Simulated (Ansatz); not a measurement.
# C3H2S (SMILES C1=CSC=1): single points off equilibrium

How do the functionals fare away from a minimum? The structure is a structure displaced at random from a GFN2-xTB minimum.

The runs use Ansatz 0.2.0, Gaussian basis; single points in def2-TZVPP.

Correlated methods freeze the cores.

## (1) Starting geometry

SMILES `C1=CSC=1`, 6 atoms, charge 0, spin multiplicity 1.

Atoms are counted from 1 here; the program's logs count them from 0.

Bond lengths: C1–C2 1.327 Å, C1–C4 1.405 Å, C2–S3 1.848 Å, C2–H5 0.998 Å, S3–C4 1.850 Å, C4–H6 1.051 Å. Angles: C2–C1–C4 129.6°, C1–C2–S3 74.0°, C1–C2–H5 141.4°, S3–C2–H5 131.3°, C2–S3–C4 83.9°, C1–C4–S3 72.4°, C1–C4–H6 139.8°, S3–C4–H6 126.1°.

Geometry (Å):

```xyz
6

C     0.6140    0.3463    0.1392
C     0.7272   -0.3928   -0.9568
S    -1.0196   -0.5909   -0.3880
C    -0.4833    0.5054    1.0021
H     1.3492   -1.0303   -1.4064
H    -1.0537    1.2699    1.4438
```

## (2) CCSD(T)/def2-TZVPP

The input, run/in.yaml:

```yaml
crystal:
  periodic: [false, false, false]
  atoms:
    - {symbol: C, position_ang: [0.614000, 0.346300, 0.139200]}
    - {symbol: C, position_ang: [0.727200, -0.392800, -0.956800]}
    - {symbol: S, position_ang: [-1.019600, -0.590900, -0.388000]}
    - {symbol: C, position_ang: [-0.483300, 0.505400, 1.002100]}
    - {symbol: H, position_ang: [1.349200, -1.030300, -1.406400]}
    - {symbol: H, position_ang: [-1.053700, 1.269900, 1.443800]}
basis:
  gaussian: {orbitals: def2-TZVPP}
correlation: {method: ccsd_t}
output: {forces: true}
```

No record of the launch command was kept for these runs.

## (3) PBE0-D4/def2-TZVPP

run/in.yaml: that of step 2 with these lines changed.

```diff
@@ -11,3 +11,3 @@
   gaussian: {orbitals: def2-TZVPP}
-correlation: {method: ccsd_t}
-output: {forces: true}
+hamiltonian: {xc: pbe0, dispersion: d4}
+output: {forces: true, orbitals: {seedname: orbitals}}
```

## (4) wB97M-V/def2-TZVPP

run/in.yaml: that of step 3 with these lines changed.

```diff
@@ -11,3 +11,3 @@
   gaussian: {orbitals: def2-TZVPP}
-hamiltonian: {xc: pbe0, dispersion: d4}
-output: {forces: true, orbitals: {seedname: orbitals}}
+hamiltonian: {xc: {name: wB97M-V}}
+output: {forces: true}
```

## (5) r2SCAN-D4/def2-TZVPP

run/in.yaml: that of step 4 with these lines changed.

```diff
@@ -11,3 +11,3 @@
   gaussian: {orbitals: def2-TZVPP}
-hamiltonian: {xc: {name: wB97M-V}}
+hamiltonian: {xc: r2scan, dispersion: d4}
 output: {forces: true}
```

## (6) PBE-D4/def2-TZVPP

run/in.yaml: that of step 5 with these lines changed.

```diff
@@ -11,3 +11,3 @@
   gaussian: {orbitals: def2-TZVPP}
-hamiltonian: {xc: r2scan, dispersion: d4}
+hamiltonian: {xc: pbe, dispersion: d4}
 output: {forces: true}
```

## (7) CAM-B3LYP-D4/def2-TZVPP

run/in.yaml: that of step 6 with these lines changed.

```diff
@@ -11,3 +11,3 @@
   gaussian: {orbitals: def2-TZVPP}
-hamiltonian: {xc: pbe, dispersion: d4}
+hamiltonian: {xc: {name: CAM-B3LYP}, dispersion: d4}
 output: {forces: true}
```

## (8) HSE06-D4/def2-TZVPP

run/in.yaml: that of step 7 with these lines changed.

```diff
@@ -11,3 +11,3 @@
   gaussian: {orbitals: def2-TZVPP}
-hamiltonian: {xc: {name: CAM-B3LYP}, dispersion: d4}
+hamiltonian: {xc: hse06, dispersion: d4}
 output: {forces: true}
```

(Steps that only read results are left out.)

**Question.** What will these runs give? Wanted: energy less free atoms, CCSD(T)/def2-TZVPP; RMS force component; RMS force error; HOMO and LUMO, PBE0-D4; T1 diagnostic.

As calculated:

| quantity | value |
| --- | --- |
| energy less free atoms, CCSD(T)/def2-TZVPP | -521.3 kcal/mol |
| RMS force component | 1.667 to 1.894 eV/Å over the methods |
| RMS force error | PBE0-D4 0.399, wB97M-V 0.366, r2SCAN-D4 0.249, PBE-D4 0.147, CAM-B3LYP-D4 0.459, HSE06-D4 0.386 eV/Å |
| HOMO and LUMO, PBE0-D4 | -6.16 and -2.38 eV |
| T1 diagnostic | 0.017 |

**Reading.** Against CCSD(T) the functionals' energies less atoms differ by -57.0 to -15.5 kcal/mol, PBE-D4 by -57.0 kcal/mol. CCSD(T) in triple zeta still lacks some correlation energy of the bonds, so part of these gaps is its own basis error and they don't rank the functionals. For forces PBE-D4 does best and CAM-B3LYP-D4 worst. Frozen-core CCSD(T) forces in triple zeta carry basis errors of their own, and this is one geometry, so small gaps rank nothing.
